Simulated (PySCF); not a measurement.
Phosphorus: highly charged ions in a basis for the neutral atom

P⁹⁺ [He] 2s2 2p2, P¹⁰⁺ [He] 2s2 2p1. All numbers are calculated (PySCF 2.14, scalar relativity by spin-free X2C-1e, in cc-pVTZ-DK (5s4p2d1f, 34 functions)). No spin-orbit coupling, so a gap to NIST mixes the basis error with missing relativistic terms.

Changed run: basis of the neutral atom used for a highly charged ion. This setting is unsound on purpose.

```json
{"species": "P⁹⁺", "method": "UHF", "sound run (hartree)": "not run", "changed run (hartree)": "-292.18708", "converged": "yes"}
{"species": "P⁹⁺", "method": "r2SCAN", "sound run (hartree)": "not run", "changed run (hartree)": "-292.34095", "converged": "yes"}
{"species": "P⁹⁺", "method": "M06-L", "sound run (hartree)": "not run", "changed run (hartree)": "-292.40894", "converged": "yes"}
{"species": "P¹⁰⁺", "method": "UHF", "sound run (hartree)": "not run", "changed run (hartree)": "-276.54364", "converged": "yes"}
{"species": "P¹⁰⁺", "method": "r2SCAN", "sound run (hartree)": "not run", "changed run (hartree)": "-276.65121", "converged": "yes"}
{"species": "P¹⁰⁺", "method": "M06-L", "sound run (hartree)": "not run", "changed run (hartree)": "-276.72879", "converged": "yes"}
```

Ionisation energy of P⁹⁺:

```
method  changed run (eV)     NIST (eV)
   UHF            425.68  424.4 ± 0.09
r2SCAN            426.94  424.4 ± 0.09
 M06-L            426.68  424.4 ± 0.09
```

The contracted functions were made for the neutral atom and can be too rigid for a highly charged ion.
